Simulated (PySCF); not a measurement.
# CH₄ClO−, an ion with solvent molecules as drawn: interaction energy

One table from this session's results is given with a row withheld; the runs are named, their logs left out.

Programs: PySCF 2.14.0. All values are calculated, for the isolated system unless a continuum is named. Atoms count from 0, parts from 1.

## The system as given

7 atoms, charge -1, multiplicity 1; geometry: GFN2-xTB. Parts: 1 = atoms 0–4, `C[O-]`, charge -1; 2 = atoms 5–6, `Cl`, charge 0. In the given geometry H6 has moved to O1 of another part (0.99 Å), so values for the parts refer to these atom groups.

The first run:

Job settings and geometry (Å):

```
{"job": {"xc": "PBE0", "basis": "def2-SVPD", "d3": "d3bj", "grid": 2, "kind": "geom", "shake": 0.01}, "charge": -1, "multiplicity": 1, "parts": [{"atoms": "0-4", "charge": -1, "multiplicity": 1}, {"atoms": "5-6", "charge": 0, "multiplicity": 1}]}
C     -0.017608     0.024490    -0.150910
O      1.333007     0.019327    -0.364687
H     -0.244772    -0.221813     0.881444
H     -0.428430     1.047986    -0.346226
H     -0.566467    -0.671921    -0.811795
Cl     1.390501     0.807723    -3.261956
H      1.490875     0.269927    -1.313277
```

On the command line:

```
$ OMP_NUM_THREADS=1 python cluster_run.py task.json out
```

The driver reads the jobs from task.json and runs them one after another.

Among the steps run: Geometry optimisation at PBE0-D3(BJ)/def2-SVPD; Coupled-cluster interaction energy: CCSD(T) and MP2.

One of the session's tables, all rows but one given; the rest of the session is left out.

It belongs to the step «Coupled-cluster interaction energy: CCSD(T) and MP2». 

| method | interaction energy (kcal/mol) |
| --- | --- |
| HF/aug-cc-pVDZ | -160.96 |
| MP2/aug-cc-pVDZ | -140.80 |
| CCSD/aug-cc-pVDZ | -137.00 |
| CCSD(T)/aug-cc-pVDZ | -133.48 |
| HF/aug-cc-pVTZ | -161.28 |
| MP2/aug-cc-pVTZ | -143.55 |
| SCS-MP2/aug-cc-pVTZ | ? |
| MP2, extrapolated | -144.57 |
| CCSD(T), limit estimate | -137.25 |

Estimate the missing values for SCS-MP2/aug-cc-pVTZ.

As computed: interaction energy (kcal/mol): -141.25. In the column «interaction energy (kcal/mol)» it lies between MP2/aug-cc-pVTZ (-143.55) and MP2/aug-cc-pVDZ (-140.80).

At this geometry H6 has moved to O1 of another part (0.99 Å), so this energy is mostly that of cutting a chemical bond between strained fragments, not an intermolecular interaction.

Caveats from the session: At this geometry a test (T1, the size of the triples or of CCSD(T) less MP2, charge moved between the parts) flags the run, so its CCSD(T) estimate is not taken as a benchmark. The interaction energy leaves out the deformation of the parts, 75.50 kcal/mol at MP2. So large a deformation means that a part is far from its own minimum, so a sum across the two methods would be rough.
